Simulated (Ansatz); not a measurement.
I need a saddle search for pyramidal inversion of BH₄P, SMILES BP. Use Ansatz's Python interface. Level of theory (for the species named): Hartree-Fock, cc-pVDZ basis, multiplicity 1.

Input file `bh4p.xyz`:
```text
6

B    -0.86110   -0.00300   -0.06330
P     0.97190    0.13120   -0.64820
H    -1.59250    0.91410   -0.20080
H    -1.25210   -0.99940    0.43620
H     1.38630   -1.07460    0.04820
H     1.34750    1.03180    0.42790
```

Script `ts_bh4p.py`:
```python
"""Saddle point for pyramidal inversion in BH4P."""

import itertools

import ansatz as az
from ase.data import atomic_numbers, covalent_radii
import numpy as np


def main() -> None:
    molecule = az.Crystal.molecule_from_extxyz("bh4p.xyz")

    model = (
        molecule.calculation()
        .basis(gaussian="cc-pVDZ")
        .functional("hf")
    )
    symbols = [site.symbol for site in molecule.cartesian_sites]
    start = np.array([site.position_ang for site in molecule.cartesian_sites], dtype=float)
    r = model.relax(force_tolerance=0.005).run(threads=1).report
    end = np.array(r["positions_ang"])

    # start with the apex atom pushed most of the way into the plane of its neighbours
    a, b, d = end[[0, 4, 5]]
    normal = np.cross(b - a, d - a)
    normal /= np.linalg.norm(normal)
    flat = end.copy()
    flat[1] -= 0.8 * ((end[1] - a) @ normal) * normal
    guess = np.zeros_like(flat)
    guess[1] = normal
    near = az.Crystal.molecule()
    for symbol, place in zip(symbols, flat):
        near = near.atom(symbol, place.tolist())
    search = (
        near.calculation()
        .basis(gaussian="cc-pVDZ")
        .functional("hf")
        .saddle(mode_guess=guess.tolist(), force_tolerance=0.01, max_steps=40)
    )
    steps = []
    top = search.session().plan().execute(on_event=lambda e: steps.append(e["data"]) if e["event"] == "saddle_step" else None).report
    for s in steps:
        print(f"step {s['step']:2d}  E = {s['lagrangian_ev']:.5f} eV  force {s['allowed_force_max_ev_ang']:.4f} eV/A  curvature {s['curvature_ev_ang2']:.3f} eV/A^2")
    print(f"minimum {r['free_energy_ev']:.5f} eV, saddle {top['free_energy_ev']:.5f} eV")
    print(f"electronic barrier {96.485332 * (top['free_energy_ev'] - r['free_energy_ev']):.2f} kJ/mol")
    saddle = np.array(top["positions_ang"])
    # pairs closer than 1.2 times the sum of covalent radii, before or after
    radius = [covalent_radii[atomic_numbers[s]] for s in symbols]
    span = lambda where, i, j: np.linalg.norm(where[i] - where[j])
    bonded = [(i, j) for i, j in itertools.combinations(range(len(symbols)), 2) if min(span(end, i, j), span(saddle, i, j)) < 1.2 * (radius[i] + radius[j])]
    print("pair        before    after (A)")
    for i, j in bonded:
        print(f"{symbols[i]}{i}-{symbols[j]}{j}".ljust(10), f"{span(end, i, j):8.4f} {span(saddle, i, j):8.4f}")


if __name__ == "__main__":
    main()
```

`python ts_bh4p.py` gives:
```text
step  1  E = -10005.09646 eV  force 5.3384 eV/A  curvature -17.629 eV/A^2
step  2  E = -10005.82259 eV  force 2.3211 eV/A  curvature -8.710 eV/A^2
step  3  E = -10005.96655 eV  force 0.2952 eV/A  curvature -3.770 eV/A^2
step  4  E = -10005.98092 eV  force 0.0877 eV/A  curvature -3.892 eV/A^2
step  5  E = -10005.98152 eV  force 0.0645 eV/A  curvature -3.847 eV/A^2
step  6  E = -10005.98120 eV  force 0.0464 eV/A  curvature -3.866 eV/A^2
step  7  E = -10005.98092 eV  force 0.0190 eV/A  curvature -3.904 eV/A^2
step  8  E = -10005.98091 eV  force 0.0096 eV/A  curvature -3.944 eV/A^2
step  9  E = -10005.98093 eV  force 0.0003 eV/A  curvature -3.930 eV/A^2
minimum -10006.33586 eV, saddle -10005.98093 eV
electronic barrier 34.25 kJ/mol
pair        before    after (A)
B0-P1        1.9060   1.8099
B0-H2        1.1969   1.1938
B0-H3        1.1969   1.1938
P1-H4        1.4123   1.3920
P1-H5        1.4123   1.3920
```

Notes:
- Total energies depend on the basis set; only differences at equal settings carry meaning.
- The energies are electronic: no zero-point or thermal terms, and the basis set is short of its limit. No separate frequency run checks the order of the saddle point.
- The whole script took 27 s on 1 thread of Arm Neoverse V1, with other jobs on the host, peak memory 0.17 GiB.
